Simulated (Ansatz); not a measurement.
Isomers of C3H6FN, relaxed with PBE0-D4/def2-TZVP in Ansatz; electronic energies, one conformer each and not always the lowest. Functionals use def2-TZVPP; CBS adds triple-zeta CCSD(T) − MP2 to the MP2 limit of def2-TZVPP and def2-QZVPP.

Question: Order them by energy at frozen-core CCSD(T)/CBS, lowest first. (An estimate is asked.)
A. `C/C=C(\N)F`
B. `C/C=N/CF`
C. `C=C(F)NC`

Answer: A (0.0 kJ/mol), B (20.0 kJ/mol), C (33.3 kJ/mol).

Question: How do r2SCAN-D4, PBE-D4, MP2/CBS(def2), B3LYP place them (kJ/mol, against `C/C=C(\N)F`)? (Best estimate.)

Answer: Computed: 
```json
{"isomer": "`C/C=N/CF`", "r2SCAN-D4": "28.9", "PBE-D4": "27.3", "MP2/CBS(def2)": "25.2", "B3LYP": "19.8"}
{"isomer": "`C=C(F)NC`", "r2SCAN-D4": "31.9", "PBE-D4": "32.8", "MP2/CBS(def2)": "35.4", "B3LYP": "29.8"}
```

B3LYP here is the variant with VWN-RPA as its local correlation; programs differ in this.
